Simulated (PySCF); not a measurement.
**H₄OSSi: a tour of settings**

Which settings matter for H₄OSSi (`O[SiH2]S`), and how do bad ones show?

Programs: PySCF 2.14.0, with density-fitted response routines of our own. Each step states its level of theory. These are calculated values for one molecule in the gas phase, unless marked as measured. Atoms are numbered from 0 throughout.

1 further run of the same task is left out (for a known fault of the program).

### Step 1. The molecule as given

7 atoms, charge 0, multiplicity 1; geometry from: GFN2-xTB.

Bonds of the start (Å): O0–Si1 1.62, Si1–S2 2.16, O0–H3 0.95, Si1–H4 1.45, Si1–H5 1.45, S2–H6 1.32.

### Step 2. Shielding tensors: PBE0/pcSseg-1

Job settings and geometry (Å):

```
{"job": {"kind": "nmr", "xc": "PBE0", "basis": "pcSseg-1"}, "charge": 0, "multiplicity": 1}
O     -0.845951     1.120977     0.286862
Si    -0.445604    -0.402216    -0.087304
S      1.673905    -0.569956    -0.453060
H     -0.623333     1.873644    -0.256151
H     -1.022072    -0.862893    -1.336811
H     -0.793852    -1.117049     1.122736
H      2.060242    -0.037603     0.696650
```

Method: GIAO PBE0/pcSseg-1 NMR shielding, non-relativistic, gas phase.

Run with:

```
$ OMP_NUM_THREADS=1 python probes_run.py task.json out
```

The driver reads the jobs from task.json and runs them one after another.

The log of the run:

```text
coarse grid: 6816 points
cycle   1  E = -764.8773870573  dE =  2.199e-01  |g| = 7.013e-01  |ddm| = 2.351e+00
cycle   2  E = -764.7602552585  dE =  1.171e-01  |g| = 1.065e+00  |ddm| = 1.335e+00
cycle   3  E = -764.9655724412  dE = -2.053e-01  |g| = 8.248e-02  |ddm| = 9.124e-01
cycle   4  E = -764.9671139449  dE = -1.542e-03  |g| = 3.048e-02  |ddm| = 1.234e-01
cycle   5  E = -764.9673328768  dE = -2.189e-04  |g| = 3.807e-03  |ddm| = 3.832e-02
cycle   6  E = -764.9673359268  dE = -3.050e-06  |g| = 1.246e-03  |ddm| = 5.556e-03
final grid: 56368 points
cycle   7  E = -764.9959465666  dE = -1.041e-05  |g| = 5.736e-03  |ddm| = 1.412e-02
cycle   8  E = -764.9959418727  dE =  4.694e-06  |g| = 7.795e-03  |ddm| = 9.508e-03
cycle   9  E = -764.9959520401  dE = -1.017e-05  |g| = 7.184e-04  |ddm| = 5.351e-03
cycle  10  E = -764.9959521449  dE = -1.048e-07  |g| = 6.877e-05  |ddm| = 7.696e-04
cycle  11  E = -764.9959521461  dE = -1.220e-09  |g| = 2.537e-05  |ddm| = 1.214e-04
cycle  12  E = -764.9959521463  dE = -2.159e-10  |g| = 4.930e-06  |ddm| = 3.599e-05
converged SCF energy = -764.9959521463

GIAO shielding tensors (ppm)
atom      isotropic    diamagn.    paramagn.     s11        s22        s33       span
  0 O      289.423     389.227     -99.804    256.929    287.212    324.128     67.199
  1 Si     366.975     878.325    -511.350    314.769    359.817    426.340    111.572
  2 S      687.116    1058.055    -370.939    561.897    685.027    814.423    252.527
  3 H       30.129      31.448      -1.319     22.807     25.274     42.307     19.499
  4 H       26.408      28.799      -2.391     22.415     24.767     32.042      9.627
  5 H       26.380      28.987      -2.607     22.130     25.151     31.857      9.727
  6 H       30.945      31.094      -0.150     23.895     27.242     41.696     17.801
```

Run time: 4.4 s. Hardware: 1 thread of Arm Neoverse V1, shared host; peak memory 0.36 GiB.

Shifts follow as δ = σ(reference) − σ, with reference shieldings (ppm) from runs at the same level and on the same kind of geometry: 1H TMS 31.72, 29Si TMS 349.2, 17O H2O 336.1, 33S CS2 504. The references are single molecules in the gas phase, so shifts against H2O, NH3, PH3, H3PO4 or CFCl3 are not on the usual liquid scales and can be off by tens of ppm. Atoms listed in one row are averaged.

```tsv
atoms	environment	σ (ppm)	δ (ppm)
H4, H5	hydrogen on a silicon bonded to O, S	26.39	5.32
H3	hydrogen on an oxygen bonded to Si	30.13	1.59
H6	hydrogen on a sulfur bonded to Si	30.94	0.77
O0	oxygen bonded to Si, H	289.4	46.7
Si1	silicon bonded to O, S, 2 H	367.0	-17.8
S2	sulfur bonded to Si, H	687	-183
```

Charges from the same density, by scheme (e):

```tsv
atoms	Mulliken	IAO	Hirshfeld	ESP fit
O0	-0.54	-0.79	-0.31	-0.62
Si1	0.77	0.95	0.38	0.51
S2	-0.42	-0.35	-0.16	-0.43
```

Mayer bond orders: O0–Si1 1.05, Si1–S2 1.00.

### Step 3. Excited states and response: PBE0/def2-SVPD

Same as in step 2 but for these lines:

```diff
@@ -1,2 +1,2 @@
-{"job": {"kind": "nmr", "xc": "PBE0", "basis": "pcSseg-1"}, "charge": 0, "multiplicity": 1}
+{"job": {"kind": "uv", "xc": "PBE0", "basis": "def2-SVPD", "nstates": 6, "ntriplets": 2}, "charge": 0, "multiplicity": 1}
 O     -0.845951     1.120977     0.286862
```

Method: TDDFT PBE0/def2-SVPD, vertical, gas phase, core orbitals frozen in the response.

The log of the run:

```text
coarse grid: 6816 points
cycle   1  E = -764.6029337746  dE =  1.981e-01  |g| = 6.540e-01  |ddm| = 2.826e+00
cycle   2  E = -764.4731749991  dE =  1.298e-01  |g| = 1.048e+00  |ddm| = 1.435e+00
cycle   3  E = -764.6852791392  dE = -2.121e-01  |g| = 7.829e-02  |ddm| = 8.631e-01
cycle   4  E = -764.6867446257  dE = -1.465e-03  |g| = 2.875e-02  |ddm| = 1.531e-01
cycle   5  E = -764.6870025777  dE = -2.580e-04  |g| = 3.885e-03  |ddm| = 5.071e-02
cycle   6  E = -764.6870066977  dE = -4.120e-06  |g| = 9.916e-04  |ddm| = 6.455e-03
final grid: 56368 points
cycle   7  E = -764.7726323506  dE = -9.371e-06  |g| = 5.371e-03  |ddm| = 3.178e-02
cycle   8  E = -764.7726277467  dE =  4.604e-06  |g| = 7.396e-03  |ddm| = 1.243e-02
cycle   9  E = -764.7726382703  dE = -1.052e-05  |g| = 7.536e-04  |ddm| = 6.487e-03
cycle  10  E = -764.7726384121  dE = -1.418e-07  |g| = 8.154e-05  |ddm| = 1.115e-03
cycle  11  E = -764.7726384141  dE = -1.997e-09  |g| = 3.036e-05  |ddm| = 1.648e-04
cycle  12  E = -764.7726384144  dE = -3.184e-10  |g| = 4.101e-06  |ddm| = 4.872e-05
converged SCF energy = -764.7726384144

Static polarisability (au): isotropic 52.250, principal 46.921 48.906 60.922

Singlet excitations
state   eV       nm        f      main configurations
  1   6.2917    197.1   0.03284   H->L+1 0.51, H->L 0.38, H->L+2 0.08
  2   6.5298    189.9   0.02831   H->L 0.58, H->L+1 0.31
  3   6.7325    184.2   0.02624   H->L+2 0.78, H->L+1 0.16
  4   7.4958    165.4   0.00232   H-1->L 0.79, H->L+3 0.12
  5   7.5327    164.6   0.02672   H->L+3 0.81, H-1->L 0.14
  6   7.7321    160.3   0.03461   H->L+4 0.89

Triplet excitations (Tamm-Dancoff, eV): 5.8749 6.0842
```

Wall time 4.2 s (1 thread of Arm Neoverse V1, shared host); peak memory 0.44 GiB.

Frontier orbitals and where they lie:

```tsv
orbital	eV	atoms
HOMO−3	-11.06	O0 56 %, Si1 18 %, S2 13 %
HOMO−2	-9.48	O0 34 %, Si1 24 %, H4 17 %
HOMO−1	-8.83	S2 52 %, O0 22 %, Si1 14 %
HOMO	-7.56	S2 78 %, Si1 9 %, H6 7 %
LUMO	0.00	Si1 30 %, O0 21 %, S2 20 %
LUMO+1	0.25	S2 40 %, Si1 18 %, H6 18 %
LUMO+2	0.67	S2 46 %, Si1 24 %, H5 10 %
```

With each of the 6 states as a Gaussian band of 0.4 eV half-width at 1/e, the curve within the window shown has maxima at 190 nm (ε 2,900), 162 nm (ε 2,400) L/(mol cm). Beyond the last state computed it falls off for lack of states. The curve at chosen wavelengths:

(nm, ε (L/mol/cm)): (154, 1042), (157, 1774), (159, 2177), (162, 2425), (164, 2315), (167, 1870), (169, 1528), (172, 1171), (174, 1112), (177, 1304), (179, 1576), (182, 2077), (184, 2399), (187, 2763), (189, 2888), (192, 2879), (194, 2749), (197, 2409), (199, 2118), (202, 1645), (204, 1337), (207, 925), (209, 697), (212, 433), (214, 305), (217, 171)

Ground-state properties from the same run:

```tsv
property	computed
dipole moment (D)	1.04
polarisability (Å³)	7.74
HOMO–LUMO gap (eV)	7.55
−ε(HOMO) (eV)	7.56
```

### Step 4. NMR shieldings: wB97X-D/pcSseg-1

Same as in step 3 but for these lines:

```diff
@@ -1,2 +1,2 @@
-{"job": {"kind": "uv", "xc": "PBE0", "basis": "def2-SVPD", "nstates": 6, "ntriplets": 2}, "charge": 0, "multiplicity": 1}
+{"job": {"kind": "nmr", "xc": "wB97X-D", "basis": "pcSseg-1", "pop": false, "scf": {"guess": "random", "max_cycle": 88}}, "charge": 0, "multiplicity": 1}
 O     -0.845951     1.120977     0.286862
```

With the program's defaults for keys left out, this is: GIAO wB97X-D/pcSseg-1 NMR shielding, non-relativistic, gas phase.

The log of the run:

```text
start from random orthonormal orbitals
final grid: 56368 points
cycle   1  E = -715.5187881144  dE = -4.386e+02  |g| = 2.622e+01  |ddm| = 8.929e+01
cycle   2  E = -678.4494854637  dE =  3.707e+01  |g| = 1.629e+01  |ddm| = 5.430e+01
cycle   3  E = -733.1081484065  dE = -5.466e+01  |g| = 1.105e+01  |ddm| = 5.434e+01
cycle   4  E = -756.5536747906  dE = -2.345e+01  |g| = 6.120e+00  |ddm| = 1.041e+01
cycle   5  E = -756.6993147507  dE = -1.456e-01  |g| = 4.122e+00  |ddm| = 1.807e+01
cycle   6  E = -761.7796010244  dE = -5.080e+00  |g| = 3.659e+00  |ddm| = 1.794e+01
cycle   7  E = -764.6158036155  dE = -2.836e+00  |g| = 1.777e+00  |ddm| = 3.046e+00
cycle   8  E = -765.0657196716  dE = -4.499e-01  |g| = 9.764e-01  |ddm| = 1.498e+00
cycle   9  E = -765.2749993555  dE = -2.093e-01  |g| = 3.769e-01  |ddm| = 7.773e-01
cycle  10  E = -765.3107069423  dE = -3.571e-02  |g| = 9.155e-02  |ddm| = 4.029e-01
cycle  11  E = -765.3128450042  dE = -2.138e-03  |g| = 9.697e-03  |ddm| = 1.178e-01
cycle  12  E = -765.3128883401  dE = -4.334e-05  |g| = 3.495e-03  |ddm| = 2.398e-02
cycle  13  E = -765.3128934130  dE = -5.073e-06  |g| = 1.188e-03  |ddm| = 6.779e-03
cycle  14  E = -765.3128940285  dE = -6.155e-07  |g| = 2.467e-04  |ddm| = 2.356e-03
cycle  15  E = -765.3128940923  dE = -6.379e-08  |g| = 6.790e-05  |ddm| = 9.920e-04
cycle  16  E = -765.3128940961  dE = -3.788e-09  |g| = 1.735e-05  |ddm| = 2.182e-04
cycle  17  E = -765.3128940963  dE = -2.260e-10  |g| = 4.379e-06  |ddm| = 5.459e-05
converged SCF energy = -765.3128940963

GIAO shielding tensors (ppm)
atom      isotropic    diamagn.    paramagn.     s11        s22        s33       span
  0 O      292.257     389.724     -97.467    260.026    292.805    323.941     63.916
  1 Si     367.998     878.170    -510.172    318.031    359.484    426.478    108.446
  2 S      689.290    1058.334    -369.045    565.155    683.383    819.331    254.176
  3 H       30.203      31.475      -1.272     22.817     25.338     42.454     19.637
  4 H       26.624      28.948      -2.324     22.655     24.978     32.240      9.585
  5 H       26.617      29.154      -2.537     22.397     25.373     32.081      9.684
  6 H       31.125      31.339      -0.214     24.042     27.447     41.887     17.846
```

Wall time 4.6 s (1 thread of Arm Neoverse V1, shared host); peak memory 0.39 GiB.

Despite a poor start guess, the SCF converged in 17 cycles.

Key values: σ O0 292.3, Si1 368.0, S2 689, H4 26.62, H3 30.20 ppm (means over like atoms).

### Step 5. Shielding tensors: KT3/pcSseg-1

Job settings and geometry (Å):

```
{"job": {"kind": "nmr", "xc": "KT3", "basis": "pcSseg-1", "pop": false, "scf": {"level_shift": 2.0, "max_cycle": 52}}, "charge": 0, "multiplicity": 1}
O     -0.845951     1.120977     0.286862
Si    -0.445604    -0.402216    -0.087304
S      1.673905    -0.569956    -0.453060
H     -0.623333     1.873644    -0.256151
H     -1.022072    -0.862893    -1.336811
H     -0.793852    -1.117049     1.122736
H      2.060242    -0.037603     0.696650
```

Level: GIAO KT3/pcSseg-1 NMR shielding, non-relativistic, gas phase.

The log of the run:

```text
final grid: 56368 points
cycle   1  E = -771.2232576533  dE =  3.717e-01  |g| = 8.646e-01  |ddm| = 2.241e+00
cycle   2  E = -771.3857293423  dE = -1.625e-01  |g| = 3.923e-01  |ddm| = 4.109e-01
cycle   3  E = -771.4252139375  dE = -3.948e-02  |g| = 2.525e-01  |ddm| = 2.080e-01
cycle   4  E = -771.4406632812  dE = -1.545e-02  |g| = 1.808e-01  |ddm| = 1.301e-01
cycle   5  E = -771.4486977180  dE = -8.034e-03  |g| = 1.325e-01  |ddm| = 9.865e-02
cycle   6  E = -771.4529790436  dE = -4.281e-03  |g| = 9.816e-02  |ddm| = 7.556e-02
cycle   7  E = -771.4553470781  dE = -2.368e-03  |g| = 7.380e-02  |ddm| = 5.927e-02
cycle   8  E = -771.4566379210  dE = -1.291e-03  |g| = 5.800e-02  |ddm| = 4.576e-02
cycle   9  E = -771.4574291470  dE = -7.912e-04  |g| = 4.555e-02  |ddm| = 3.702e-02
cycle  10  E = -771.4579199036  dE = -4.908e-04  |g| = 3.594e-02  |ddm| = 3.005e-02
[... 32 cycles left out ...]
cycle  43  E = -771.4588445793  dE = -1.984e-08  |g| = 2.640e-04  |ddm| = 2.112e-04
cycle  44  E = -771.4588445949  dE = -1.552e-08  |g| = 2.324e-04  |ddm| = 1.862e-04
cycle  45  E = -771.4588446070  dE = -1.211e-08  |g| = 2.047e-04  |ddm| = 1.644e-04
cycle  46  E = -771.4588446165  dE = -9.544e-09  |g| = 1.804e-04  |ddm| = 1.457e-04
cycle  47  E = -771.4588446239  dE = -7.419e-09  |g| = 1.607e-04  |ddm| = 1.286e-04
cycle  48  E = -771.4588446298  dE = -5.846e-09  |g| = 1.418e-04  |ddm| = 1.135e-04
cycle  49  E = -771.4588446344  dE = -4.590e-09  |g| = 1.258e-04  |ddm| = 1.006e-04
cycle  50  E = -771.4588446380  dE = -3.631e-09  |g| = 1.108e-04  |ddm| = 8.875e-05
cycle  51  E = -771.4588446408  dE = -2.853e-09  |g| = 9.787e-05  |ddm| = 7.878e-05
cycle  52  E = -771.4588446431  dE = -2.234e-09  |g| = 8.710e-05  |ddm| = 6.977e-05
SCF not converged, last energy = -771.4588446431
```

It took 12 s on 1 thread of Arm Neoverse V1, shared host; peak memory 0.39 GiB.

Why it failed: The energy still falls at cycle 52 (gradient 8.7e-05): so large a level shift slows each step until the cap is reached. The remedy is to lower it to 0.1 to 0.3, or drop it. Numbers printed on the way are no properties of the molecule.

### Step 6. Side by side: NMR shifts

Shifts (ppm), means over like atoms, with basis size and wall time:

```tsv
run	H4	H3	H6	O0	Si1	functions	time
PBE0/pcSseg-1	5.32	1.59	0.77	46.7	-17.8	85	4.4 s
wB97X-D/pcSseg-1	5.21	1.63	0.71	42.4	-17.4	85	4.6 s
```

### Step 7. Results

```
                                                              quantity                                            value
1H shifts against TMS (PBE0/pcSseg-1, means over atoms taken as alike)                             5.32, 1.59, 0.77 ppm
                                17O shifts against H2O (PBE0/pcSseg-1)                                         46.7 ppm
                               29Si shifts against TMS (PBE0/pcSseg-1)                                        -17.8 ppm
                                33S shifts against CS2 (PBE0/pcSseg-1)                                         -183 ppm
                                       lowest singlet (PBE0/def2-SVPD)                      6.29 eV (197 nm), f = 0.033
                              brightest single state of those computed                      state 6, 7.73 eV, f = 0.035
                                                        lowest triplet                                          5.87 eV
                                              range of the shift of O0                                 42.4 to 46.7 ppm
                                         property runs in this session  4, of which 1 failed and 0 gave unsound results
```

**Reading.** Single values in the summary come from the first run of each kind that ended normally (PBE0/pcSseg-1; PBE0/def2-SVPD), which need not be the best level. At PBE0/pcSseg-1: Shielding is most anisotropic at S2 (span 253 ppm, paramagnetic term -371 ppm). The first singlet state (HOMO→LUMO+1 0.51, HOMO→LUMO 0.38) lies at 6.29 eV and is weak; of the 6 states computed, the strongest absorption comes from state 6 at 7.73 eV (the last computed, so partners may be missing). The lowest triplet lies 0.42 eV below the lowest singlet (triplets in Tamm-Dancoff, singlets in full TDDFT). States above −ε(HOMO) lie where TDDFT describes them poorly and they hang on the basis; the brightest is among them. Among the atoms with a shift in every run: Across the 2 runs the shift of O0 moves most, between 42.4 (wB97X-D/pcSseg-1) and 46.7 ppm (PBE0/pcSseg-1). Part of that comes from the computed reference.
